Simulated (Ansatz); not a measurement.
**CH₂Si (triplet): wave-function methods side by side, cc-pVTZ**

Aim: climb from Hartree-Fock through coupled cluster and multireference methods for CH₂Si (triplet) at one geometry and basis, and see what each rung misses.

Program: Ansatz 0.2.0, Gaussian basis. Level of theory: cc-pVTZ, correlated electrons: outside noble gas. These are calculated values, not measurements.

Plan: UHF; CCSD(T) on ROHF; CCSD(T) on UHF; BCCD(T) on ROHF; CCSDT(Q) on ROHF; CCSDT(Q) on UHF; CASSCF and MRCISD+Q, 10 electrons in 10 orbitals; CASSCF and NEVPT2, 10 electrons in 10 orbitals.

## Step 1: What is computed

The geometry is a PBE0/def2-TZVP stationary point (not a proven minimum).

4 atoms, charge 0, spin multiplicity 3.

Atoms are counted from 1 here; the program's logs count them from 0.

Bond lengths: Si1–C2 1.865 Å, C2–H3 1.091 Å, C2–H4 1.091 Å. Angles: Si1–C2–H3 123.8°, Si1–C2–H4 123.8°, H3–C2–H4 112.4°.

Geometry (Å):

```xyz
4
CH2Si
Si    0.0000    0.0000    0.6502
C     0.0000    0.0000   -1.2146
H     0.0000   -0.9068   -1.8218
H     0.0000    0.9068   -1.8218
```

In the tables R marks a restricted open-shell determinant and U an unrestricted one; 'valence' is the active space of 10 electrons in 10 orbitals; correlation energies count from the lowest restricted Hartree-Fock solution.

## Step 2: UHF

in.yaml

```yaml
crystal:
  periodic: [false, false, false]
  atoms:
    - {symbol: Si, position_ang: [0.000000, 0.000000, 0.650177]}
    - {symbol: C, position_ang: [0.000000, 0.000000, -1.214577]}
    - {symbol: H, position_ang: [0.000000, -0.906814, -1.821841]}
    - {symbol: H, position_ang: [0.000000, 0.906814, -1.821841]}
basis:
  gaussian: {orbitals: cc-pVTZ}
magnetization: {spin_polarized: true, initial_magnetization: 2}
hamiltonian: {xc: hf}
output: {orbitals: {seedname: orbitals}}
```

Started as:

```console
$ ansatz run in.yaml --threads 1 --pin off --events-out ev --progress --plain --max-ram 4096MiB --backend cpu
```

After this run come: CCSD(T) on ROHF; CCSD(T) on UHF; BCCD(T) on ROHF; CCSDT(Q) on ROHF; CCSDT(Q) on UHF; CASSCF and MRCISD+Q, 10 electrons in 10 orbitals; CASSCF and NEVPT2, 10 electrons in 10 orbitals.

Before running them: what should the planned runs give, taken together? Wanted: correlation energy, UCCSDT(Q); RMP2 from UCCSDT(Q); UMP2 from UCCSDT(Q); RCCSD from UCCSDT(Q); RCCSD(T) from UCCSDT(Q); UCCSD(T) from UCCSDT(Q); RCCSDT(Q) from UCCSDT(Q); NEVPT2 valence from UCCSDT(Q); MRCISD+Q valence from UCCSDT(Q).

As calculated:

```
                                      quantity                      value
                 correlation energy, UCCSDT(Q)                 -7.3761 eV
                           RMP2 from UCCSDT(Q)              +113.4 kJ/mol
                           UMP2 from UCCSDT(Q)              +118.5 kJ/mol
                          RCCSD from UCCSDT(Q)               +30.6 kJ/mol
                       RCCSD(T) from UCCSDT(Q)                +4.4 kJ/mol
                       UCCSD(T) from UCCSDT(Q)                +4.4 kJ/mol
                      RCCSDT(Q) from UCCSDT(Q)                +0.2 kJ/mol
                 NEVPT2 valence from UCCSDT(Q)              +117.5 kJ/mol
               MRCISD+Q valence from UCCSDT(Q)                +6.6 kJ/mol
levels of the table within 1 kcal/mol (43 meV)  RCCSDT, UCCSDT, RCCSDT(Q)
                                 T1 diagnostic                      0.021
                effectively unpaired electrons                       2.04
```

In words: RCCSD(T) misses by +4.4 kJ/mol, 0.6 % of the correlation energy. One determinant dominates. Of the multireference levels listed MRCISD+Q valence comes nearest in total energy (+6.6 kJ/mol), which doesn't show that its space is the better one. These misses are within one basis, not against nature; the frozen cores of restricted and unrestricted runs differ, which can shift their rows.
